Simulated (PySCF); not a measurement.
# CH3BO: core ionisation energies

CH2BOH, CH₃BO.
Structure used (PBE0-D3(BJ)/def2-SVP), in Å, numbered top down from 1:
```xyz
6
CH3BO angstrom
C     -1.0100   -0.0082    0.1068
B      0.3686   -0.1518   -0.0112
O      1.6690   -0.3085   -0.1409
H     -1.5875   -0.5773    0.8392
H     -1.5739    0.6710   -0.5371
H      2.2031    0.2829    0.4037
```

Computed with delta-SCF UKS SCAN, pcX-2 on the ionised atom, pcseg-1 elsewhere, spin-free X2C (PySCF 2.14.0). Each binding energy is the total energy of the core-ionised species, with the hole localised on one atom, minus that of the ground state; both are solved self-consistently, so orbital relaxation is included.

What binding energy does each computed site have?

```json
{"atom(s)": "O3", "bonded to": "H and B", "level": "O 1s", "binding energy (eV)": "540.63", "count": "1"}
{"atom(s)": "C1", "bonded to": "2 H and B (double bond)", "level": "C 1s", "binding energy (eV)": "289.23", "count": "1"}
{"atom(s)": "B2", "bonded to": "O and C (double bond)", "level": "B 1s", "binding energy (eV)": "197.08", "count": "1"}
```

Which effective nuclear charge Zeff reproduces each element's mean 1s value in the hydrogen-like formula E = 13.606 eV × Zeff²?

B (Z = 5): mean 197.1 eV, Zeff = 3.81, Z − Zeff = 1.19; C (Z = 6): mean 289.2 eV, Zeff = 4.61, Z − Zeff = 1.39; O (Z = 8): mean 540.6 eV, Zeff = 6.30, Z − Zeff = 1.70. Means run over the listed sites, weighted by atom count.

Express the binding energy of B 1s of B2 in atomic units and per mole.

197.08 eV = 7.2426 Eh = 19015 kJ/mol.

Spin contamination (⟨S²⟩ against 0.75 for a pure doublet) is marked for B 1s of B2 (0.90), which makes this value less certain. Isolated species at its PBE0-D3(BJ)/def2-SVP geometry, gas phase.

The run took 4.8 s of wall time on Intel Xeon Platinum 8488C, one thread, shared host with 192 logical CPUs at a one-minute load of 32, and the process peaked at 0.31 GiB of memory.
